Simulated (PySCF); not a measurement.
Bonds (- single, = double, # triple, : aromatic): C1#C2 1.200 Å, C2-C3 1.449 Å. C1 carries H4; C3 carries H5, H6, H7.

Equivalent nuclei averaged, isolated molecule, single conformer, no relativistic terms. Geometry from PBE0-D3(BJ)/def2-TZVP; shielding tensors at B97-2/pcSseg-2 (GIAO); PySCF 2.14.0 with density-fitted response routines.

Shifts are taken against calculated references (same method and geometry level): TMS for ¹³C and ¹H.

| atoms | nucleus | count | δ (ppm) |
| --- | --- | --- | --- |
| C2 | ¹³C | 1 | ? |
| H4 | ¹H | 1 | ? |
| H5/H6/H7 | ¹H | 3 | 1.85 |
| C1 | ¹³C | 1 | 71.5 |
| C3 | ¹³C | 1 | 4.7 |

**Question.** Complete the table.

**Answer.** 
- C2: 83.6 ppm, alkyne carbon; sp carbons lie upfield of alkene carbons because the cylindrical π system leaves one tensor component strongly shielded
- H4: 1.38 ppm, hydrogen on a terminal alkyne carbon; it lies on the axis of the triple bond, in its shielding cone

Shifts are as computed. Against solution values, carbons near 30 ppm lie about +3 ppm off and those near 130 ppm about +7 ppm. Of 1211 compounds with measured shifts, 218 miss one by over three times the rms of a fit or turn the order of signals round; such compounds aren't used in these exercises.
